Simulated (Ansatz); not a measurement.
in.yaml

```yaml
crystal:
  periodic: [false, false, false]
  atoms:
    - {symbol: Se, position_ang: [0.000000, 0.000000, 0.000000]}
    - {symbol: Li, position_ang: [0.000000, 0.000000, 2.031000]}
basis:
  gaussian: {orbitals: cc-pVDZ}
total_charge: 1
magnetization: {spin_polarized: true, initial_magnetization: 0}
hamiltonian: {xc: {name: PBE}}
output: {orbitals: {seedname: orbitals}}
```

```sh
$ ansatz run in.yaml --threads 1 --pin off --events-out ev --progress --plain --max-ram 2393MiB
```

Log:

```
458 factors; integrals over basis functions are off by at most 4.6e-4 eV
mean field evaluation 1: about -65531.4071 eV, gradient 1.5e1 eV
mean field evaluation 2: about -65532.1902 eV, gradient 1.3e1 eV
mean field evaluation 4: about -65532.8947 eV, gradient 4.5e0 eV
mean field evaluation 8: about -65532.8412 eV, gradient 5.2e0 eV
mean field evaluation 16: about -65534.2530 eV, gradient 8.9e-3 eV
mean field evaluation 32: about -65533.0477 eV, gradient 5.9e-5 eV
mean field evaluation 64: about -65533.4052 eV, gradient 3.8e0 eV
mean field evaluation 96: about -65533.5965 eV, gradient 5.4e-1 eV
mean field evaluation 128: about -65534.2526 eV, gradient 9.4e-2 eV
mean field -65534.25270757 eV, -2408.3393662915 hartree, gradient 1.8e-6 eV, S^2 1.003717; 9 other end points of the search recorded, 0 dependent functions left out
reference -65534.25279178 eV, -2408.3393693860 hartree; 18, 18 occupied and 23, 23 virtual orbitals, 458 factors
Total energy: -65534.25279178 eV, -2408.3393693860 hartree
```

Ran on 1 thread of Arm Neoverse V1, shared host: 9 s wall, 0.09 GiB peak host memory.
